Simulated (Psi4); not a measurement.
Psi4 input (wB97X-D/6-31G*):

```
memory 1500 MB

molecule {
0 3
N    -0.00000000   -0.00000000   -0.63622826
N     0.00000000    0.00000000    0.63622826
symmetry c1
no_reorient
no_com
}

set {
  basis 6-31G*
  reference uks
  scf_type pk
  dft_radial_points 99
  dft_spherical_points 590
  e_convergence 1e-8
  d_convergence 1e-7
  maxiter 150
}

e = energy('wb97x-d')
print_out(f'\nFINAL {e:.10f} DIPOLE {variable("CURRENT DIPOLE")[0]:.6f} {variable("CURRENT DIPOLE")[1]:.6f} {variable("CURRENT DIPOLE")[2]:.6f}\n')
```

Question: What final total energy does it give?

Answer: -109.21538 Eh.
